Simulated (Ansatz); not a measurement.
We consider bcc W, described by HSE06 in Ansatz (plane waves, PAW).

The run printed, among other lines:

```
WARN output.stress: scf.exx.energy_threshold = 1e-6 eV is looser than the 1e-8 eV advised for a stress under a hybrid functional (1e-8 eV for each atom of the …
Crystal: 1 atoms, lattice volume = 15.036 Å³
Basis set: ecut = 460 eV, 321 PW (Γ), exchange–correlation on 40×40×40 points (8 copies of the dense FFT grid, shifted against one another)
Bands: 11, of which v1, the nominal top of the filled ones, is band 7 counted from 1 (6 counted from 0)
Symmetry: 48 space group operations
Space group: Im-3m (ITA 229), of the structure as read, at distance tolerance 2.5e-5 Å
k-points: 104 of 2744
SCF iter   1: F=—  HF=-10384.728004 eV  |F-HF|=—  |Δ(HF+E_count)|=         —  Δρ=4.93e-3  dr2=3.26e-3
SCF iter   2: F=—  HF=-10384.726520 eV  |F-HF|=—  |Δ(HF+E_count)|=   1.48e-3  Δρ=1.05e-3  dr2=5.28e-5
  ...
SCF 1 converged in 6 iterations: F = -10384.726526 eV  dr2 = 4.25e-12
Crystal: 1 atoms, lattice volume = 15.036 Å³
Initial density: handed on by an earlier stage of this run
Crystal: 1 atoms, lattice volume = 15.036 Å³
SCF iter   3: F=—  HF=-10385.698494 eV  |F-HF|=—  |Δ(HF+E_count)|=   5.95e-8  Δρ=2.57e-6  dr2=3.44e-10
SCF iter   4: F=-10385.698494 eV  HF=-10385.698494 eV  |F-HF|=3.64e-12  |Δ(HF+E_count)|=  3.84e-10  Δρ=6.82e-7  dr2=1.74e-11
SCF 3 converged in 4 iterations: F = -10385.698494 eV  dr2 = 1.74e-11
Free energy (F): -10385.698494 eV
Internal energy: -10385.694784 eV  (E = F + TS)
E sigma→0 (E₀):  -10385.696639 eV
Fermi energy:    24.032884 eV
--- Stress (GPa, compression-positive) ---
       19.069481      -0.000000       0.000000
       -0.000000      19.069481      -0.000000
       -0.000000      -0.000000      19.069481
  P = ⅓ Tr σ = 19.0695 GPa (190.695 kbar)
```

Task: Write an input file that could have produced this run (the log leaves some choices open).

Result: This is not unique; one that fits is 
Ansatz 0.2 input:
```yaml
crystal:
  lattice:
    - [-1.5548488443, 1.5548488443, 1.5548488443]
    - [1.5548488443, -1.5548488443, 1.5548488443]
    - [1.5548488443, 1.5548488443, -1.5548488443]
  atoms:
    - { symbol: W, position: [0.0, 0.0, 0.0] }
basis:
  ecutwfc: 460
  ecutrho_ratio: 4
  xc_grid: 2
kpoints:
  mp_grid: { grid: [14, 14, 14] }
hamiltonian:
  xc: hse06
  dispersion: none
  pseudopotentials: { kind: paw }
scf:
  occupations: { method: fermi_dirac, width: 0.05 }
  convergence: { dr2_threshold: 0.0000000001 }
output:
  forces: false
  stress: true
  eigenvalues: true
```

The cell is one volume of an energy–volume scan, off the minimum.

The PAW data were made under PBE.

Note: the run warned that the count of filled bands differs between k points.

It cost roughly 2.3 core-minutes of CPU time.

Ansatz is a program for electronic structure.
